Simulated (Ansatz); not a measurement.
## Breaking a bond in [B2H4]− (SMILES B[BH2-])

[B2H4]− has 6 atoms, charge -1, and is taken as a doublet. As SMILES, `B[BH2-]`. Geometry: relaxed at GFN2-xTB.

| atom | x (Å) | y (Å) | z (Å) |
| --- | --- | --- | --- |
| B | -0.1716 | -0.7714 | -0.0253 |
| B | 0.1693 | 0.7737 | 0.0273 |
| H | -0.5804 | -1.4388 | 0.9210 |
| H | -0.0699 | -1.4854 | -1.0207 |
| H | 0.5757 | 1.4355 | -0.9254 |
| H | 0.0769 | 1.4865 | 1.0230 |

The B1–H3 distance is scanned; the parts on either side stay rigid. Basis STO-3G, 2 core orbitals frozen in the correlated methods; program Ansatz 0.2.0. FCI is exact within this basis and core. Energies in eV from each method's value at 1.228 Å; open shells run as named. The set has no diffuse functions, which an anion needs. The shape above is that at 1.228 Å.

```
distance (Å)  UBHLYP  UHSE06  UB2PLYP  UCCSD  UCCSDT   FCI
       1.228    0.00    0.00     0.00   0.00    0.00  0.00
       1.535    1.14    1.05     1.05   0.97    0.96  0.96
       1.842    2.81    2.62     2.62   2.47    2.44  2.44
       2.456    5.22    5.05     5.11   4.85    4.77  4.77
       3.070    6.04    5.89     5.92   5.66    5.61  5.61
```

Departure from the FCI curve at its largest: UBHLYP +0.45 eV at 2.46 Å; UHSE06 +0.28 eV at 2.46 Å; UB2PLYP +0.34 eV at 2.46 Å; UCCSD +0.08 eV at 2.46 Å; UCCSDT within 0.005 eV. For the functionals part of the departure is owed to the small basis.
